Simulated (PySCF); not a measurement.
Job file and geometry (Å, from GFN2-xTB) of an NMR shielding run on water, H$_{2}$O, GIAO PBE0/pcSseg-1 NMR shielding, non-relativistic, gas phase (PySCF 2.14.0, density-fitted response routines); density fitting, a coarse starting grid and PySCF grid level 2 are the driver's defaults:

```
{"job": {"kind": "nmr", "xc": "PBE0", "basis": "pcSseg-1"}, "charge": 0, "multiplicity": 1}
O      0.004291     0.378521    -0.002555
H     -0.768585    -0.189524    -0.011120
H      0.775774    -0.191535     0.001121
```

Q: Write the output of this run.

A: 
```
coarse grid: 2328 points
cycle   1  E = -76.2434216353  dE = -2.854e-03  |g| = 6.485e-01  |ddm| = 1.204e+00
cycle   2  E = -76.1930627978  dE =  5.036e-02  |g| = 8.514e-01  |ddm| = 7.416e-01
cycle   3  E = -76.3169841063  dE = -1.239e-01  |g| = 2.341e-02  |ddm| = 4.312e-01
cycle   4  E = -76.3170736552  dE = -8.955e-05  |g| = 2.852e-03  |ddm| = 1.038e-02
cycle   5  E = -76.3170748137  dE = -1.159e-06  |g| = 3.159e-04  |ddm| = 1.258e-03
final grid: 21952 points
cycle   6  E = -76.3318734074  dE = -7.151e-06  |g| = 2.966e-03  |ddm| = 6.092e-03
cycle   7  E = -76.3318724728  dE =  9.346e-07  |g| = 3.765e-03  |ddm| = 3.075e-03
cycle   8  E = -76.3318747409  dE = -2.268e-06  |g| = 9.245e-05  |ddm| = 1.756e-03
cycle   9  E = -76.3318747425  dE = -1.555e-09  |g| = 5.270e-06  |ddm| = 5.411e-05
cycle  10  E = -76.3318747425  dE = -5.898e-12  |g| = 7.105e-07  |ddm| = 3.894e-06
converged SCF energy = -76.3318747425

GIAO shielding tensors (ppm)
atom      isotropic    diamagn.    paramagn.     s11        s22        s33       span
  0 O      336.079     384.129     -48.050    311.403    340.223    356.609     45.206
  1 H       30.860      30.794       0.066     23.646     25.079     43.856     20.210
  2 H       30.859      30.790       0.069     23.645     25.078     43.854     20.209
```

Size and cost of the density-fitted run: 27 basis functions, 1 s wall time on 1 thread of an x86-64 server CPU, shared host.
